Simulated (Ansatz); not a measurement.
H3Si (`[SiH3]`) radical: measurement beside calculation (Ansatz, PBE0-D4/def2-TZVP geometry).

Z-matrix (Å, degrees):
```
Si
H 1 1.486
H 1 1.486 2 111.3
H 1 1.486 2 111.3 3 124.6
```

Enthalpy of formation at 298 K: 47.9 kcal/mol (zero for an element's reference state; older measured values of the G2 set, as listed by Staroverov and co-workers, J. Chem. Phys. 119, 12129, 2003). With their computed zero-point and thermal terms and the atoms' enthalpies of Curtiss and co-workers (1997) it gives an electronic atomization energy of 225.4 kcal/mol.

```csv
level,atomization (kcal/mol),error,error per bond
LDA (SPW92),247.0,21.6,7.2
PBE-D4,223.7,-1.7,-0.6
revPBE-D4,222.8,-2.6,-0.9
BLYP-D4,226.8,1.4,0.5
r2SCAN-D4,230.2,4.8,1.6
B97M-V,230.2,4.8,1.6
PBE0-D4,224.5,-0.9,-0.3
B3LYP-D4,230.1,4.7,1.6
r2SCANh-D4,229.8,4.4,1.5
r2SCAN0-D4,229.4,4.0,1.3
HSE06-D4,224.5,-0.9,-0.3
BHLYP-D4,228.9,3.5,1.2
CAM-B3LYP-D4,230.4,5.1,1.7
ωB97X-V,229.9,4.5,1.5
ωB97M-V,227.4,2.1,0.7
B2PLYP,226.2,0.8,0.3
PBE-QIDH,224.3,-1.0,-0.3
PBE,222.9,-2.5,-0.8
revPBE,219.9,-5.4,-1.8
BLYP,224.9,-0.5,-0.2
r2SCAN,230.0,4.6,1.5
PBE0,223.8,-1.6,-0.5
B3LYP,228.8,3.5,1.2
r2SCANh,229.6,4.2,1.4
r2SCAN0,229.2,3.8,1.3
HSE06,223.9,-1.5,-0.5
BHLYP,227.9,2.6,0.9
CAM-B3LYP,229.8,4.4,1.5
LC-ωPBE,225.3,-0.1,0.0
HF/def2-TZVPP,180.1,-45.3,-15.1
MP2/def2-TZVPP,218.2,-7.2,-2.4
SCS-MP2/def2-TZVPP,223.5,-1.9,-0.6
CCSD/def2-TZVPP,223.2,-2.2,-0.7
CCSD(T)/def2-TZVPP,223.8,-1.5,-0.5
HF/def2-QZVPP,180.6,-44.8,-14.9
MP2/def2-QZVPP,221.0,-4.4,-1.5
SCS-MP2/def2-QZVPP,226.7,1.4,0.5
CCSD/def2-QZVPP,226.0,0.6,0.2
CCSD(T)/def2-QZVPP,226.7,1.3,0.4
HF/CBS(def2),180.7,-44.7,-14.9
MP2/CBS(def2),222.8,-2.5,-0.8
CCSD/CBS(def2),227.8,2.4,0.8
CCSD(T)/CBS(def2),228.5,3.1,1.0
```

Functionals use def2-TZVPP; B3LYP here is the variant with VWN-RPA as its local correlation; programs differ in this. The calculations leave out spin–orbit coupling, scalar relativity and, for the correlated methods, core correlation; together these are worth up to about 1 kcal/mol a heavy atom. HSE06 is defined as in plane-wave codes. CBS extrapolates def2-TZVPP and def2-QZVPP. T1 = 0.015. CCSD(T)/CBS misses by more than these terms explain, and whether the calculation, the thermal terms or a tabulated enthalpy is at fault wasn't checked.
